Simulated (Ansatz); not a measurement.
Basis-set extrapolation for C4H12N2 (`CC(C)(N)CN`) (PBE0-D4/def2-TZVP geometry, frozen core, Ansatz 0.2.0). Multiplicity 1, RHF reference.

```csv
,def2-TZVPP,def2-QZVPP
HF,-267.456672,-267.469567
MP2 correlation,-1.142705,-1.217100
CCSD(T) correlation,-1.245538,not run
```

Energies in hartree. Use E(X) = E(∞) + A·exp(−7.88·√X) for Hartree–Fock and E(X) = E(∞) + B·X^(−2.97) for correlation, with X = 3 and 4, and add CCSD(T) minus MP2 of the smaller set to the MP2 limit.

Q: What is the CCSD(T) energy at the basis-set limit?

A: HF limit: -267.469567 + (-0.012895) × 0.13774 = -267.47134. MP2 limit: -1.217100 + (-0.074395) × 0.74074 = -1.27221. Higher-order term: -1.245538 − (-1.142705) = -0.10283. Total: -268.84638 hartree, 90.5 kcal/mol below CCSD(T)/def2-TZVPP.
